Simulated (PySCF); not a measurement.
# Computed data sheet: `O=[S@]1O[CH]CO1` [radical]

Compound: C2H3O3S (doublet state).
Atom-mapped SMILES: `[O:1]=[S@:2]1[O:3][CH:4][CH2:5][O:6]1` (hydrogens: H7 on C4; H8, H9 on C5)

Cartesian coordinates in Å at the PBE0-D3(BJ)/def2-SVP level; atoms count from 1:
```xyz
9
C2H3O3S angstrom
O      2.318   -0.916   -0.088
S      1.489   -0.253    0.906
O      0.891    1.173    0.132
C     -0.353    0.993   -0.368
C     -0.807   -0.414   -0.189
O     -0.025   -0.902    0.912
H     -0.998    1.876   -0.368
H     -1.868   -0.496    0.089
H     -0.620   -1.050   -1.075
```

**PBE0-D3(BJ)/def2-SVP geometry optimisation, gas phase (PySCF)**

- Point group: C1
- Rotational constants A, B, C: 5.802, 3.191, 2.558 GHz
- Dipole moment: 2.94 D

**UKS B3LYP, IGLO-III on C O S, pcH-1 on H, non-relativistic, mean-field spin-orbit, GIAO (PySCF)**

- Isotropic g value: 2.00279
- Principal g values: 2.00195, 2.00266, 2.00375
- Spin squared ⟨S²⟩: 0.754
- Largest Mulliken spin population: 0.90 on C4
- Largest isotropic hyperfine couplings (means over sets of like nuclei): 13C +152.4 (C4), 1H +95.2 (H9), 1H +39.9 (H8), 17O -34.0 (O3), 17O -18.9 (O6) MHz

Monoisotopic mass from the formula: 106.9803 u.

A dipole of 2.94 D is allowed in C1, and pure rotational transitions are dipole-allowed. With B = h/(8π²I), that is 505.379 GHz u Å² over I, the principal moments of inertia are 87.1, 158.4 and 197.5 u Å² (most abundant isotopes); the inertial defect Ic − Ia − Ib is -48.0 u Å² (zero for a rigid planar frame, negative otherwise). At 9.50 GHz, hν = g·μB·B₀ (B₀ the magnetic field) puts the centre of the isotropic spectrum, to first order, at 338.9 mT. ⟨S²⟩ is 0.004 above the pure-spin value S(S + 1) = 0.75. g_iso is shifted by about +470 ppm from the free-electron value 2.002319; the principal values span 0.0018. The rotational constants make it an asymmetric top with κ = (2B − A − C)/(A − C) = -0.61, nearer the prolate limit (−1).

For the geometry optimisation (PBE0-D3(BJ)/def2-SVP), time: 1.7 min wall. Hardware: one thread of an Arm Neoverse V1 (shared host).

One conformer stands for the species.
